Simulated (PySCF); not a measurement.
Compound: boranyloxyborane, B₂H₄O.
Bonds: B1–O2, O2–B3. Hydrogens: H4, H5 on B1; H6, H7 on B3.

A linear-response calculation (PySCF, def2-SVPD basis, gas phase, vertical, core orbitals frozen in the response) gave these numbers; the functional is withheld.

Orbital energies (eV): HOMO-3 -14.30, HOMO-2 -13.64, HOMO-1 -10.34, HOMO -10.34, LUMO 0.21, LUMO+1 0.21, LUMO+2 1.11.

```tsv
state	E (eV)	f	main configurations (H = HOMO, L = LUMO)
S1	6.08	0.0000	H-1/H→L/L+1 (≥92%)
S2	6.18	0.0000	H-1/H→L/L+1 (≥82%)
S3	7.64	0.091	H-1/H→L/L+1 (≥91%)
S4	7.65	0.352	H-1/H→L/L+1 (≥87%)
S5	8.48	0.028	H-1/H→L+2 (≥88%)
S6	8.48	0.028	H-1/H→L+2 (≥88%)
```

Triplets, Tamm–Dancoff:

```
state  E (eV)  λ (nm)  main configurations (H = HOMO, L = LUMO)
   T1    5.54   223.9                        H-1/H→L/L+1 (≥81%)
   T2    5.58   222.1                        H-1/H→L/L+1 (≥89%)
   T3    6.52   190.1                        H-1/H→L/L+1 (≥82%)
```

Vertical ionisation energy by ΔSCF with the same functional: 11.59 eV. Mean static polarisability: 36.2 au.

Orbitals of the list HOMO-3 to LUMO+2 that lie within 0.01 eV of each other are written together with a slash and their weights summed (≥ marks a lower bound); for degenerate orbitals outside that list single weights are arbitrary.

Problem. Which of these was used?
A. HF
B. CAM-B3LYP
C. B3LYP
D. PBE

Solution. B. CAM-B3LYP is range-separated, 19% exact exchange at short range and 65% at long range (ω = 0.33 bohr⁻¹). In this run −ε(HOMO) = 10.34 eV differs from the ΔSCF value by -1.25 eV, and S1 differs from the orbital gap of 10.55 eV by -4.47 eV. The ratio −ε(HOMO)/IP is 0.89. Small neutral molecules mostly give 0.85 to 0.93 with CAM-B3LYP, 0.5 to 0.7 with PBE, 0.67 to 0.83 with B3LYP; Hartree–Fock can't fall below 1, since the ion's relaxation only lowers the ΔSCF value. The other options: PBE, a GGA without exact exchange; HF, time-dependent Hartree–Fock, 100% exact exchange; B3LYP, a global hybrid with 20% exact exchange.

Method: TDDFT CAM-B3LYP/def2-SVPD, vertical, gas phase, core orbitals frozen in the response (PySCF 2.14.0, density-fitted response routines). Geometry: PBE0-D3(BJ)/def2-SVP; no solvent, vibrations or thermal averaging.
